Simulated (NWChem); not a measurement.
# acetamide (C2H5NO); SMILES CC(N)=O

Computed with NWChem. Level PBE/def2-SVP: optimisations from one semi-empirical or force-field start; each run changes one setting, and all end within 0.3 mHa of each other. One conformer.

```csv
setting,optimisation steps
"redundant internal coordinates, default thresholds",5
tight thresholds,8
symmetry off,5
loose thresholds,3
no line search,5
```
